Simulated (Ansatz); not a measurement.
**Counterpoise correction, worked out**

The pair of CH4 (SMILES C, atoms 1–5) and SiH3F (SMILES [SiH3]F, atoms 6–10), both closed shells, in one local arrangement (a lower one may exist), relaxed at PBE0-D4/def2-TZVP:

```xyz
10
angstrom
C -0.0721 -0.1520 -1.8863
H -0.3033 -0.3570 -2.9313
H -0.8105 -0.6386 -1.2494
H -0.0950 0.9245 -1.7164
H 0.9211 -0.5367 -1.6544
Si 0.1044 0.1755 1.8956
F -1.1480 -0.7405 1.5017
H 0.1508 0.2790 3.3734
H -0.0831 1.5129 1.2867
H 1.3357 -0.4669 1.3802
```

Program: Ansatz 0.2.0. Basis: def2-TZVPPD. Cores are frozen in the correlated methods.

CCSD(T) total energies in eV:

| system | geometry | basis functions | energy |
| --- | --- | --- | --- |
| pair | pair | all | -11730.59513 |
| CH4 | as in the pair | all (partner as ghosts) | -1100.41616 |
| SiH3F | as in the pair | all (partner as ghosts) | -10630.14384 |
| CH4 | as in the pair | its own | -1100.41229 |
| SiH3F | as in the pair | its own | -10630.13474 |
| CH4 | free (PBE0-D4 minimum) | its own | -1100.41235 |
| SiH3F | free (PBE0-D4 minimum) | its own | -10630.13474 |

Q: Work out the interaction energy with and without the counterpoise correction, the superposition error, and the binding energy from the relaxed fragments.

A: Without correction: -11730.59513 − (-1100.41229) − (-10630.13474) = -0.04810 eV.
With correction (each fragment in the whole basis): -11730.59513 − (-1100.41616) − (-10630.14384) = -0.03513 eV = -0.81 kcal/mol.
The superposition error is the difference, 0.01297 eV, 27 % of the uncorrected value: each fragment borrows its partner's functions.
Deformation from the free shapes: 0.00006 eV for CH4 and 0.00000 eV for SiH3F.
Binding energy from relaxed fragments: -0.03513 + 0.00006 + 0.00000 = -0.03507 eV = -0.81 kcal/mol (electronic, without zero-point energy; negative means bound). For comparison, the corrected interaction energy by CCSD(T) at an estimated basis limit (MP2 extrapolated from triple and quadruple zeta, plus CCSD(T) − MP2 in triple zeta) is -0.041 eV; triple zeta with the correction binds less.

The T1 diagnostic stays at or below 0.012.

For scale, one of the runs: CCSD(T)/def2-TZVPPD, 244 basis functions, launched by `ansatz run in.yaml --threads 4 --pin off --events-out ev --progress --plain --max-ram 9574MiB`. Hardware: 4 CPU threads of an Arm Neoverse V2, shared host. Wall time 67 s; peak host memory 4.8 GiB.
